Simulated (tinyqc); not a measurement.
Worked calculation: Hueckel theory of the pi electrons with the omega technique, for the molecule C=CN (SMILES; centres numbered as the heavy atoms are written). One step of it, computed by the program tinyqc.

Task: Energy, charges, bond orders. E = sum n x; q_r = z_r - P_rr; bond order p = P_rs; free valence = sqrt(3) - sum of p over the bonds of the atom.

final x values: 2.015989  0.681313  -1.147302

occupations: 2.000000  2.000000  0.000000

final P:
```
           1C        2C         3N
1C   1.091308  0.959575  -0.266231
2C   0.959575  0.986693   0.281139
3N  -0.266231  0.281139   1.921999
```

Centres:
```
centre  z_r, pi electrons of the neutral centre         h
1C                                            1  0.000000
2C                                            1  0.000000
3N                                            2  1.550000
```

Bonds:
```
i  j         k
1  2         1
2  3  0.770000
```

Give: pi energy = 4 alpha + this times beta; pi charges; Bond orders and lengths from R = 1.517 - 0.180 p; free valence of the carbons; gap between the highest filled and the next level.

Result:

pi energy = 4 alpha + this times beta = 5.3946

pi charges: 1C -0.0913, 2C 0.0133, 3N 0.0780

Bond orders and lengths from R = 1.517 - 0.180 p (angstrom, C-C alone):
```
bond       p       R
1-2   0.9596  1.3443
2-3   0.2811       -
```

free valence of the carbons: 1C 0.7725, 2C 0.4913

gap between the highest filled and the next level = 1.8286 |beta|
